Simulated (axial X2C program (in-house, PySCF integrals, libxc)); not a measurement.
**A two-component session on FC: EOM-EA-CCSD levels**

Wanted for FC: EOM-EA-CCSD levels, at the two-component level.

The runs use an in-house X2C program for linear molecules on PySCF integrals; two-component X2C with atomic mean-field terms, F dyall-av3z, C dyall-av3z.

All values are calculated.

## (1) Input

Contents of task.json:

```json
{
 "zs": [
  9,
  6
 ],
 "q": 0,
 "bas": [
  "dyall-av3z",
  "dyall-av3z"
 ],
 "r0": 1.39,
 "eom": "ea",
 "thr": -2.0,
 "nmax": 92,
 "grid": [
  1,
  0.96,
  1.045,
  0.92,
  1.09,
  1.15
 ]
}
```

Keys: zs atomic numbers; q charge; bas basis sets; r0 starting distance in Å; eom kind of EOM run; thr threshold in hartree for freezing inner shells (an s shell follows its p shell); nmax most natural virtual spinors; grid distances as factors.

The run is started by

```console
$ python soeom.py task.json out
```

Further steps of the session: EOM-EA-CCSD at 1.268 Å.

Q: Predict the outcome of this session. Wanted: next root led by one particle; T1 of the reference.

The runs gave:

```
                     quantity                          value
       lowest root at 1.268 Å              Ω = 1/2, 9.397 eV
next root led by one particle  Ω = 3/2, about 80 cm⁻¹ higher
          T1 of the reference                          0.028
```

In words: The added electron is bound by 9.40 eV in a spinor of 75% C pπ, 10% F pπ, 8% F dπ. Errors of 0.1 to 0.3 eV are usual at this size, and roots led by higher excitations are left out, so the list is incomplete, and low states of that kind can be missing. T1 or the largest double amplitude of the reference is raised, which lowers the reliability.
